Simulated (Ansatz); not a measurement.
The cluster Na₂Li. Total charge 0; doublet. Geometry PBE0/def2-TZVP, basis def2-TZVP, Ansatz.

```xyz
3

Li   -0.597   -1.253   -1.431
Na   -0.257    1.578   -0.522
Na    0.854   -0.325    1.953
```

```json
{"run": "A", "HOMO (eV)": "-3.24", "LUMO (eV)": "-1.03"}
{"run": "B", "HOMO (eV)": "-3.04", "LUMO (eV)": "-1.47"}
{"run": "C", "HOMO (eV)": "-4.09", "LUMO (eV)": "-0.22"}
{"run": "D", "HOMO (eV)": "-2.97", "LUMO (eV)": "-1.59"}
```

The structure comes from a short search, and lower isomers may exist.

HOMO and LUMO are taken over both spins.

The runs used BHLYP, PBE0, r2SCAN0, ωB97X-V. Estimate which is which.

A BHLYP (50 % exact exchange); B r2SCAN0 (25 % exact exchange); C ωB97X-V (range-separated); D PBE0 (25 % exact exchange). Exact exchange lowers occupied and raises empty levels; among semilocal functionals meta-GGAs tend to open the gap a little, and such runs are hard to tell apart. The gap grows from 1.38 eV (PBE0) to 3.87 eV (ωB97X-V).
